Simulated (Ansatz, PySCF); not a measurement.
Species: OF (charge 0, doublet). SMILES: [O]F
Coordinates optimised at B3LYP-D3(BJ)/def2-TZVP (Ansatz, a first-principles code):
```
O
F 1 1.3490
```
Charge 0, spin multiplicity 2.

Unscaled harmonic wavenumbers (cm⁻¹) in rising order, each level at the stationary point that it reaches from this structure (no distance between atoms moves by over 0.3 Å); the order of modes can differ between levels, and a negative number is imaginary. B3LYP-D3(BJ)/def2-TZVP (PySCF, at the structure above): 1116.

HF/6-31G* (Ansatz): 1176. Zero-point energy 1.7 against 1.6 kcal/mol; where all levels lie over 400 cm⁻¹, the wavenumbers are on average 1.054 times those of B3LYP-D3(BJ)/def2-TZVP.

B3LYP/6-31G* (Ansatz): 1136. Zero-point energy 1.6 against 1.6 kcal/mol; where all levels lie over 400 cm⁻¹, the wavenumbers are on average 1.018 times those of B3LYP-D3(BJ)/def2-TZVP.
